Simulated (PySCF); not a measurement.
disilane (H6Si2), SMILES [SiH3][SiH3]. Atoms are numbered in the order given.

```xyz
8

Si     0.0000     0.0000    -1.1722
Si     0.0000     0.0000     1.1722
H     -1.2076    -0.6906    -1.6866
H      1.2019    -0.7005    -1.6866
H      0.0057     1.3911    -1.6866
H     -1.2076     0.6906     1.6866
H      1.2019     0.7005     1.6866
H      0.0057    -1.3911     1.6866
```
Charge 0, spin multiplicity 1.

Coordinates come from a B3LYP-D3(BJ)/def2-TZVP optimisation.

Method: PBE0/pcJ-1 (PySCF).

Isotropic couplings with Fermi-contact, spin-dipole and both spin-orbit terms, one fixed conformer, no vibrational averaging. Isotopes: 1H, 29Si.

Computed spin–spin coupling constants:
| pair | bonds apart | J (Hz) |
|---|---|---|
| Si1–Si2 | 1 | 71.3 |
| Si1–H3 | 1 | -195.9 |
| Si1–H4 | 1 | -195.9 |
| Si1–H5 | 1 | -195.9 |
| Si2–H6 | 1 | -195.9 |
| Si2–H7 | 1 | -195.9 |
| Si2–H8 | 1 | -195.9 |
| Si1–H6 | 2 | -4.1 |
| Si1–H7 | 2 | -4.1 |
| Si1–H8 | 2 | -4.1 |
| Si2–H3 | 2 | -4.1 |
| Si2–H4 | 2 | -4.1 |
| Si2–H5 | 2 | -4.1 |
| H3–H4 | 2 | -3.3 |
| H3–H5 | 2 | -3.3 |
| H4–H5 | 2 | -3.3 |
| H6–H7 | 2 | -3.3 |
| H6–H8 | 2 | -3.3 |
| H7–H8 | 2 | -3.3 |
| H3–H6 | 3 | -1.0 |
| H3–H7 | 3 | 11.9 |
| H3–H8 | 3 | -1.0 |
| H4–H6 | 3 | 11.9 |
| H4–H7 | 3 | -1.0 |
| H4–H8 | 3 | -1.0 |
| H5–H6 | 3 | -1.0 |
| H5–H7 | 3 | -0.9 |
| H5–H8 | 3 | 11.9 |
